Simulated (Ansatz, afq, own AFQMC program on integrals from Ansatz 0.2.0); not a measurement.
**SiH5O, doublet: AFQMC among the cluster methods**

```xyz
7

O    -1.7747   -0.0190    0.0000
H    -2.0240    0.9076    0.0000
H    -0.6727   -0.0190    0.0000
Si    0.9563   -0.0190    0.0000
H     1.4063   -1.4353    0.0000
H     1.4063    0.6891   -1.2265
H     1.4063    0.6891    1.2265
```

Basis cc-pVDZ. Noble-gas cores (and the filled d shells of Ga–Kr and In–Xe) are frozen. Ansatz 0.2.0 and our own AFQMC program on the same integrals; the CISD trial comes from CCSD amplitudes, and released means the phaseless constraint is let go. Uncertainties: one standard error, sampling alone.

Determinant: UHF, the one that the program's search chose, which needn't be the lowest solution. The geometry is a point of a scan.

No full CI on the walks' own integrals is used here; CCSDT(Q) serves as the reference and is uncertain by about the last step of the cluster series.

Cautions: the released energies have errors that jump between times, so the bars are unsure, so no released level is given (meV from the phaseless value at times in 1/Eh: -6 ± 6 at 0.24, -14 ± 17 at 0.51, -4 ± 4 at 0.99, -9 ± 3 at 1.50), though the last usable value meets CCSDT(Q) within the noise.

- T1 diagnostic: 0.0152
- weight of the determinant in the CISD state: 0.873
- ⟨S²⟩ of the determinant: 0.772
- size of the correlated space: 15 electrons in 51 orbitals

| level | correlation energy (eV) |
| --- | --- |
| MP2 | -8.3737 |
| CCSD | -9.3857 |
| CCSD(T) | -9.5767 |

(1) Estimate where phaseless AFQMC with a CISD trial lies against CCSD(T) on the same integrals.

(1) 3.3 ± 0.4 kJ/mol below CCSD(T).

Reference: CCSDT(Q), correlation energy -9.621 eV.

```json
{"level": "CCSD(T)", "E − E(reference) (kJ/mol)": "4.3", "share of correlation (%)": "99.54"}
{"level": "CCSDT", "E − E(reference) (kJ/mol)": "1.9", "share of correlation (%)": "99.80"}
{"level": "ph-AFQMC/CISD", "E − E(reference) (kJ/mol)": "1.0 ± 0.4", "share of correlation (%)": "99.89"}
```

A walk keeps the symmetry of its determinant, which the program's search chose and which needn't be the lowest solution, so a lower state of the same spin and another symmetry isn't excluded.
